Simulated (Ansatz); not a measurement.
A calculation with Ansatz (development build ahead of 0.2.0).

```yaml
crystal:
  periodic: [false, false, false]
  atoms:
    - { symbol: B, position_ang: [-0.82473, 0.29878, -0.0992] }
    - { symbol: "N", position_ang: [0.65974, -0.23783, 0.15093] }
    - { symbol: H, position_ang: [-0.97958, 0.11635, -1.45196] }
    - { symbol: H, position_ang: [-1.60978, -0.4186, 0.4348] }
    - { symbol: H, position_ang: [-0.87081, 1.46835, 0.10013] }
    - { symbol: H, position_ang: [0.86997, -0.12284, 1.15801] }
    - { symbol: H, position_ang: [0.78908, -1.22189, -0.05236] }
    - { symbol: H, position_ang: [1.37741, 0.2772, -0.3454] }
basis:
  gaussian: { orbitals: def2-SVP }
total_charge: 1
magnetization:
  spin_polarized: true
  initial_magnetization: 1
hamiltonian:
  xc: hf
output:
  forces: true
```

The input is written out in the form of the current development build from the run's settings.

Results

* Converged: yes
* Total energy: -82.22742 hartree
* Spin squared of the determinant: 0.758
* Stability test: minimum

Forces (eV/Å):
| atom | Fx | Fy | Fz |
| --- | --- | --- | --- |
| B1 | 1.327 | 0.016 | 3.352 |
| N2 | 0.011 | 0.082 | 0.346 |
| H3 | -0.623 | 0.026 | -1.156 |
| H4 | -0.410 | -0.444 | -0.876 |
| H5 | -0.109 | 0.376 | -0.996 |
| H6 | -0.233 | -0.052 | -0.729 |
| H7 | -0.007 | -0.054 | 0.035 |
| H8 | 0.045 | 0.050 | 0.024 |
